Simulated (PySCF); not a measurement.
What each rung costs, and what it gives

Saddle point of BSiH₇O, closed shell (BH₃O ([BH2][OH]) + SiH₄ → BSiH₅ ([BH2][SiH3]) + H₂O (still joined by a long B–O bond); bonds formed: B1–Si6, O2–H5; bonds broken: H5–Si6; bonds weakened to dative contacts: B1–O2), PBE0-D4/def2-TZVP structure:

```csv
atom,x (Å),y (Å),z (Å)
B1,-0.5192,0.0608,-0.8037
O2,0.1396,1.4618,-1.1422
H3,-0.1223,-0.8280,-1.5050
H4,-1.6948,0.1713,-0.6071
H5,0.3943,0.8427,-0.1030
Si6,0.1730,-0.5599,1.1499
H7,0.8735,1.3155,-1.7480
H8,1.6178,-0.8868,1.3199
H9,-0.6026,-1.8266,1.1171
H10,-0.2593,0.2492,2.3221
```

Barriers are electronic and count from the start structure reached by relaxing down the imaginary mode.

Computed with PySCF 2.14 with density fitting (its default auxiliary sets; JK sets also for MP2 and CCSD(T)) (basis: as named in each row); correlated methods freeze the cores. B3LYP uses VWN-RPA correlation. Extrapolation: Hartree–Fock as exp(−7.88 √X), correlation as X^−2.97.

Times are rough, for one single point on 4 threads of a shared host (Arm Neoverse N1).

The estimate by CCSD(T) at an estimated basis limit (MP2 extrapolated from triple and quadruple zeta, plus CCSD(T) − MP2 in triple zeta) is 49.42 kcal/mol.

| method | basis | time (s) | barrier (kcal/mol) | method less estimate |
| --- | --- | --- | --- | --- |
| HF | STO-3G | 1 | 77.99 | 28.57 |
| B3LYP-D4 | 6-31G | 4 | 52.00 | 2.57 |
| PBE0-D4 | def2-SVP | 5 | 42.70 | -6.73 |
| PBE-D4 | def2-SVP | 6 | 37.81 | -11.62 |
| MP2 | def2-QZVPP | 6 | 48.36 | -1.07 |
| SPW92 | def2-TZVPP | 12 | 29.16 | -20.26 |
| CCSD(T) | def2-SVP | 15 | 54.79 | 5.37 |
| PBE0-D4 | def2-TZVPP | 15 | 42.46 | -6.96 |
| BHLYP-D4 | def2-TZVPP | 15 | 56.19 | 6.77 |
| PBE-D4 | def2-TZVPP | 16 | 37.91 | -11.51 |
| B3LYP-D4 | def2-TZVPP | 16 | 50.22 | 0.79 |
| r2SCAN-D4 | def2-TZVPP | 38 | 42.73 | -6.69 |
| wB97M-V | def2-TZVPP | 280 | 49.24 | -0.19 |
| CCSD(T) | def2-TZVPP | 470 | 50.61 | 1.19 |

All methods are single points on the PBE0-D4 structures.

No T1 diagnostic of these runs exceeds 0.014.

Labels in which every atom is bracketed show which atoms are joined, not bond orders.
